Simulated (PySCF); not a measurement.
Structure problem from calculated spectra and properties.

Elements present: C, H and P. Monoisotopic mass: 107.0174 u (electron mass counted); charge +1.

- Rotational structure: rotational constants A, B, C: 4.215, 2.374, 1.775 GHz [GFN2-xTB]
- NMR, other nuclei: isotropic shieldings of nuclei other than C and H, by class: 481 (1 P), 526 (1 P) ppm [GIAO PBE0/pcSseg-1]
- UV, first state: lowest singlet excitation: 6.60 eV (188 nm, f = 0.147) [TDDFT CAM-B3LYP/def2-SVPD]
- XPS: P2p3/2 142.0, P2p3/2 142.7, C1s 295.8, C1s 295.8 (×2), P1s 2155.6, P1s 2156.4 eV [ΔSCF SCAN, pcX-2 on the ionised atom, pcseg-1 elsewhere, spin-free X2C, 2p3/2 from a spin–orbit splitting computed afterwards within the 2p shell]
- Triplet: lowest triplet excitation (Tamm–Dancoff): 5.16 eV [TDA CAM-B3LYP/def2-SVPD]
- 1H NMR: chemical shifts (computed TMS as zero) by class: 3.98 (2 H), 2.40 (2 H), 2.28 (2 H), 2.25 (3 H) ppm [GIAO PBE0/pcSseg-1]
- UV, strongest line: among the 8 lowest singlet transitions: S6 at 8.01 eV (155 nm, f = 0.191) [TDDFT CAM-B3LYP/def2-SVPD]
- 13C NMR: chemical shifts (computed TMS as zero) by class: 17.0 (1 C), 16.0 (2 C) ppm [GIAO PBE0/pcSseg-1]

Electronic properties: PySCF, gas phase, density fitting. Levels stand in brackets. One conformer (not necessarily the lowest) at the GFN2-xTB geometry, without solvent, vibrations or thermal averaging. NMR values are class means; diastereotopic atoms form classes of their own.

Problem. Which formula fits the mass and the elements?

Solution. C3H9P2 (calculated 107.0174). No other formula that holds each of these elements comes within 0.0003 u with a fitting electron parity and a possible valence count.

Problem. What is the compound? Reason from the data.

Solution. Numbering: `[CH3:1][P+:2]1([PH2:3])[CH2:4][CH2:5]1`. 3 carbons fall into 2 classes; from least to most shielded: chain sp3 carbon bound to phosphorus [C1] (17.0 ppm), ring sp3 carbon bound to phosphorus [C4/C5] (16.0 ppm, 2 C). Hydrogen classes from least to most shielded: 2 H on a three-coordinate phosphorus, P3 (3.98 ppm), 2 H on 2 like atoms (sp3 carbon bound to phosphorus), C4/C5 (2.40 ppm), 2 H on 2 like atoms (sp3 carbon bound to phosphorus), C4/C5 (2.28 ppm), 3 H on an sp3 carbon bound to phosphorus, C1 (2.25 ppm, a mean of values up to 1.3 ppm apart in this geometry). The other shieldings belong to: 481 ppm, phosphorus bonded to 3 C and P [P2]; 526 ppm, three-coordinate phosphorus [P3]. The core levels belong to: P2p3/2 142.0 eV, three-coordinate phosphorus [P3]; P2p3/2 142.7 eV, phosphorus bonded to 3 C and P [P2]; C1s 295.8 eV, sp3 carbon bound to phosphorus [C1]; C1s 295.8 eV, sp3 carbon bound to phosphorus [C4/C5]; P1s 2155.6 eV, three-coordinate phosphorus [P3]; P1s 2156.4 eV, phosphorus bonded to 3 C and P [P2]. S1 is mainly HOMO→LUMO (weight 0.91); the largest Löwdin shares of the orbital it empties are 0.65 on the three-coordinate phosphorus, 0.11 on the phosphorus bonded to 3 C and P and 0.08 on each of 2 atoms of one kind (P–H hydrogen), of the orbital it fills 0.47 on the three-coordinate phosphorus, 0.23 on the phosphorus bonded to 3 C and P and 0.12 on an sp3 carbon bound to phosphorus. The optimised geometry has point group Cs and is an asymmetric top. Structure: `C[P+]1(P)CC1`. The assignments are read from this structure; whether some other isomer fits the data as well wasn't checked.

The values belong to the conformer `[CH3:1][P+:2]1([PH2:3])[CH2:4][CH2:5]1`: H–P3–P2–C1 -47°, H–P3–P2–C1 46°.
